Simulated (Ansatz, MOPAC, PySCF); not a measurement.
Reaction (SMILES): O=C1CC1 + 4 C (CH4) → C=O (CH2O) [formaldehyde] + 3 CC (C2H6)

Wanted: bond separation energy (enthalpy at 298 K), in kcal/mol. Set-up: 6-31G* and kin with 6d, 5d where marked; non-relativistic; frozen cores in correlated levels; no dispersion term unless named; spin-orbit terms left out. Basis-set limits of correlation are two-point, X^-3; Hartree-Fock from the larger set. [CCSD(T)-MP2]/basis is that difference in the basis named. Ab initio and DFT rows: single points at B3LYP-D3(BJ) geometries (Ansatz, an electronic-structure program), with unscaled harmonic terms from B3LYP/6-31G* (Ansatz) at its own minima. Semi-empirical rows: MOPAC heats of formation at their own minima for 298 K.

```
species     coefficient  E at PBE/6-31G* (Ansatz), Eh  E at M06-2X/def2-TZVPD (PySCF), Eh  H(298 K) - E, kcal/mol  heat of formation at PM3 (MOPAC), kcal/mol
----------  -----------  ----------------------------  ----------------------------------  ----------------------  ------------------------------------------
O=C1CC1              -1                    -191.64974                          -191.87537                   41.53                                       -3.58
C (CH4)              -4                     -40.44431                           -40.50048                   30.76                                      -13.03
C=O (CH2O)           +1                    -114.36658                          -114.49985                   19.22                                      -34.10
CC (C2H6)            +3                     -79.69820                           -79.80476                   49.98                                      -18.16
```

Coupled cluster (Ansatz) is a level with limits of its own, used here on species with T1 under 0.025 (0.045 for open shells) and stable references: RI-MP2/CBS(cc-pVTZ,cc-pVQZ)+[CCSD(T)-MP2]/cc-pVTZ. Value to compare with, RI-MP2/CBS(cc-pVTZ,cc-pVQZ)+[CCSD(T)-MP2]/cc-pVTZ (Ansatz): -21.1 kcal/mol. 1 Eh = 627.5095 kcal/mol.

**Question.** Work the quantity out at each level, and compare with RI-MP2/CBS(cc-pVTZ,cc-pVQZ)+[CCSD(T)-MP2]/cc-pVTZ (Ansatz).

**Answer.** 
- PBE/6-31G*: the sum of coefficient times E is -0.03420 Eh, or -21.46 kcal/mol; the thermal terms add 4.59. Result: -16.9 kcal/mol. Its difference against RI-MP2/CBS(cc-pVTZ,cc-pVQZ)+[CCSD(T)-MP2]/cc-pVTZ (Ansatz) is 4.2 kcal/mol.
- M06-2X/def2-TZVPD: the sum of coefficient times E is -0.03684 Eh, or -23.12 kcal/mol; the thermal terms add 4.59. Result: -18.5 kcal/mol. Its difference against RI-MP2/CBS(cc-pVTZ,cc-pVQZ)+[CCSD(T)-MP2]/cc-pVTZ (Ansatz) is 2.6 kcal/mol.
- PM3: the sum of coefficient times heat of formation is -32.88 kcal/mol; it needs no thermal term. Its difference against RI-MP2/CBS(cc-pVTZ,cc-pVQZ)+[CCSD(T)-MP2]/cc-pVTZ (Ansatz) is -11.8 kcal/mol.
